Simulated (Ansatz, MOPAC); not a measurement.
# How methods differ on BH (SMILES [BH])

BH, singlet, SMILES `[BH]`. Each level relaxes the structure for itself.

Each level gives the harmonic wavenumber (cm⁻¹). The values are calculated.

(1) The value from experiment is 2367 cm⁻¹ (Huber and Herzberg, Constants of Diatomic Molecules). From what is known of these methods, estimate their order from the nearest to it to the farthest.
A. B2PLYP/cc-pVTZ (Ansatz)
B. BLYP/cc-pVTZ (Ansatz)
C. CCSD(T)/cc-pVTZ (Ansatz)
D. HF/cc-pVTZ (Ansatz)
E. PM6-DH+ (MOPAC)

## Answers

(1) C (2352 cm⁻¹, -15), A (2391 cm⁻¹, +24), B (2277 cm⁻¹, -90), D (2485 cm⁻¹, +118), E (2803 cm⁻¹, +436).
